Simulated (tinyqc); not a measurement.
Inside a calculation. Method: extended Hueckel theory, for H3O+. The parameters take no account of the charge, which enters only through the electron count. One step of it, computed by the program tinyqc.

Problem. Orbitals. Solve H C = S C e through S^(-1/2); fill by pairs from the bottom, a degenerate level sharing its electrons equally; each orbital has its largest coefficient positive (the first on a tie).

H (eV), lower triangle:
```
,1O 2s,1O 2px,1O 2py,1O 2pz,2H 1s,3H 1s,4H 1s
1O 2s,-32.300000
1O 2px,0.000000,-14.800000
1O 2py,0.000000,0.000000,-14.800000
1O 2pz,0.000000,0.000000,0.000000,-14.800000
2H 1s,-17.024677,-7.620066,0.000000,3.122286,-13.600000
3H 1s,-17.019353,3.812600,-6.596135,3.120934,-4.268414,-13.600000
4H 1s,-17.019353,3.812600,6.596135,3.120934,-4.268414,-4.271509,-13.600000
```

overlap S, lower triangle:
```
,1O 2s,1O 2px,1O 2py,1O 2pz,2H 1s,3H 1s,4H 1s
1O 2s,1.000000
1O 2px,0.000000,1.000000
1O 2py,0.000000,0.000000,1.000000
1O 2pz,0.000000,0.000000,0.000000,1.000000
2H 1s,0.448985,0.357325,0.000000,-0.146412,1.000000
3H 1s,0.448845,-0.178783,0.309310,-0.146349,0.209236,1.000000
4H 1s,0.448845,-0.178783,-0.309310,-0.146349,0.209236,0.209388,1.000000
```

valence electrons = 8

Give: orbital energies; occupations; coefficients; sum of one-electron energies.

Solution.

orbital energies (eV): -32.9255  -16.2249  -16.2237  -14.9497  -5.2502  -5.2443  8.7365

occupations: 2.0000  2.0000  2.0000  2.0000  0.0000  0.0000  0.0000

coefficients:
```
,MO1,MO2,MO3,MO4,MO5,MO6,MO7
1O 2s,0.8818,0.0000,0.0000,0.0928,0.0000,0.0002,1.0099
1O 2px,0.0000,0.7292,0.0000,0.0000,0.0000,-0.8877,0.0002
1O 2py,0.0000,0.0000,0.7293,0.0000,0.8873,0.0000,0.0000
1O 2pz,0.0231,0.0000,0.0000,0.9738,0.0000,-0.0001,-0.3700
2H 1s,0.0821,0.3799,0.0000,-0.0521,0.0000,0.9838,-0.6602
3H 1s,0.0820,-0.1900,0.3290,-0.0521,-0.8521,-0.4922,-0.6594
4H 1s,0.0820,-0.1900,-0.3290,-0.0521,0.8521,-0.4922,-0.6594
```

sum of one-electron energies = -160.6475 eV
